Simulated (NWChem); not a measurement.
Li2; SMILES [Li][Li]

Results from NWChem. Pople sets run with spherical d functions. Structure relaxed at the PBE0/def2-SVP level. Static field.

| level | basis functions | isotropic polarisability (bohr³) | anisotropy (bohr³) |
|---|---|---|---|
| PBE0/6-31G* | 28 | 195.2 | 112.3 |
| PBE0/6-31+G* | 36 | 206.1 | 105.2 |
| PBE0/def2-SVP | 18 | 167.4 | 186.3 |
| PBE0/def2-SVPD | 24 | … | 104.3 |
| PBE0/def2-TZVP | 28 | 174.4 | 125.8 |
| PBE0/aug-cc-pVDZ | 46 | 207.2 | 103.5 |
| PBE0/Sadlej pVTZ | 48 | 205.5 | 105.0 |
| PBE0/def2-TZVPD | 34 | 200.9 | 100.2 |
| PBE0/aug-cc-pVTZ | 92 | 207.9 | 106.4 |

### Question
What belongs in the gaps?

### Answer

- PBE0/def2-SVPD, isotropic polarisability (bohr³): 213.1
